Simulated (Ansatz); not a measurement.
# CH4NS+ (SMILES [NH3+]C=S): functionals against CCSD(T) at one geometry

One table from this session's results is given with a row withheld; the runs are named, their logs left out.

The runs use Ansatz 0.2.0, Gaussian basis; single points in def2-TZVPP.

Cores are frozen in the correlated methods.

### The starting structure

7 atoms, charge 1, spin multiplicity 1.

Atoms are counted from 1 here; the program's logs count them from 0.

Bond lengths: N1–C2 1.502 Å, N1–H4 1.049 Å, N1–H5 1.088 Å, N1–H6 1.078 Å, C2–S3 1.600 Å, C2–H7 1.168 Å. Angles: C2–N1–H4 123.4°, C2–N1–H5 99.9°, C2–N1–H6 113.7°, H4–N1–H5 117.7°, H4–N1–H6 94.4°, H5–N1–H6 107.5°, N1–C2–S3 126.9°, N1–C2–H7 108.1°, S3–C2–H7 124.9°.

Coordinates:

```xyz
7
charge 1, multiplicity 1
N    -0.4285    0.4569   -0.2831
C     0.4081   -0.6300    0.3293
S     1.8857   -0.4833    0.9257
H    -1.4342    0.3283   -0.5528
H     0.2589    0.8142   -1.0472
H    -0.6264    1.2792    0.3852
H    -0.1749   -1.6374    0.2294
```

The first run:

run/in.yaml

```yaml
crystal:
  periodic: [false, false, false]
  atoms:
    - {symbol: N, position_ang: [-0.428500, 0.456900, -0.283100]}
    - {symbol: C, position_ang: [0.408100, -0.630000, 0.329300]}
    - {symbol: S, position_ang: [1.885700, -0.483300, 0.925700]}
    - {symbol: H, position_ang: [-1.434200, 0.328300, -0.552800]}
    - {symbol: H, position_ang: [0.258900, 0.814200, -1.047200]}
    - {symbol: H, position_ang: [-0.626400, 1.279200, 0.385200]}
    - {symbol: H, position_ang: [-0.174900, -1.637400, 0.229400]}
basis:
  gaussian: {orbitals: def2-TZVPP}
total_charge: 1
correlation: {method: ccsd_t}
output: {forces: true}
```

No record of the launch command was kept for these runs.

Steps of the session up to this table: CCSD(T)/def2-TZVPP; PBE0-D4/def2-TZVPP; wB97M-V/def2-TZVPP; r2SCAN-D4/def2-TZVPP; PBE-D4/def2-TZVPP; LC-wPBE/def2-TZVPP; r2SCANh-D4/def2-TZVPP.

One table of the session follows, with a row left open; its other results are not shown here.

| method | RMS force component (eV/Å) | angle to CCSD(T) forces (°) |
| --- | --- | --- |
| CCSD(T) | 1.425 | reference |
| PBE0-D4 | 1.371 | 10.1 |
| wB97M-V | ? | ? |
| r2SCAN-D4 | 1.378 | 8.4 |
| PBE-D4 | 1.249 | 6.0 |
| LC-wPBE | 1.417 | 15.8 |
| r2SCANh-D4 | 1.409 | 9.8 |

Estimate the missing values for wB97M-V.

The run gave: RMS force component (eV/Å): 1.414; angle to CCSD(T) forces (°): 10.8. In the column «RMS force component (eV/Å)» it lies between r2SCANh-D4 (1.409) and LC-wPBE (1.417).
